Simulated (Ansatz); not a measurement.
# CH3O2: the cost of one run

Method: the levels named in each step, in Ansatz 0.2.0.

**1. The starting structure**

Bond lengths: O1–C2 1.361 Å, C2–O3 1.384 Å, O1–H4 0.965 Å, C2–H5 1.083 Å, O3–H6 0.960 Å. Angles: O1–C2–O3 113.6°, O1–C2–H5 113.3°, O3–C2–H5 118.0°, C2–O1–H4 107.6°, C2–O3–H6 109.7°.

Structure file:

```xyz
6

O    -1.0988    0.0226    0.4455
C     0.0808    0.5262   -0.0099
O     0.9695   -0.4439   -0.4392
H    -1.1729   -0.8840    0.1218
H     0.4660    1.3339    0.5995
H     1.7959   -0.0319   -0.7029
```

**2. A rough first relaxation, PBE-D4/def2-SVP**

This run stands in another session on the same molecule. It ended at:

```xyz
6

O    -1.0547   -0.0147    0.4992
C     0.0991    0.5128    0.0013
O     1.0410   -0.4625   -0.2755
H    -1.2115   -0.8480    0.0107
H     0.4336    1.3870    0.6048
H     1.7330   -0.0517   -0.8257
```

**3. Relaxation, HF/STO-3G**

The input, input.yaml:

```yaml
crystal:
  periodic: [false, false, false]
  atoms:
    - { symbol: O, position_ang: [-1.05466309, -0.01467233, 0.49915539] }
    - { symbol: C, position_ang: [0.09907864, 0.51281093, 0.00133827] }
    - { symbol: O, position_ang: [1.04102991, -0.46250073, -0.27545776] }
    - { symbol: H, position_ang: [-1.21147652, -0.84797398, 0.01066863] }
    - { symbol: H, position_ang: [0.43356997, 1.386979, 0.60475123] }
    - { symbol: H, position_ang: [1.73300108, -0.05170289, -0.82567577] }
magnetization:
  spin_polarized: true
  initial_magnetization: 1
basis:
  gaussian: { orbitals: STO-3G }
hamiltonian:
  xc: hf
relax:
  f_tol: 0.002
  max_steps: 150
```

The run is started by

```bash
> ansatz run input.yaml --threads 2 --pin off --max-ram 5120MiB --backend cpu --events-out ev --progress --plain --runs-dir out
```

Q: Estimate wall time and peak memory on 2 threads of Arm Neoverse V2, shared host.

About 1.1 s, with a peak of 0.082 GiB.
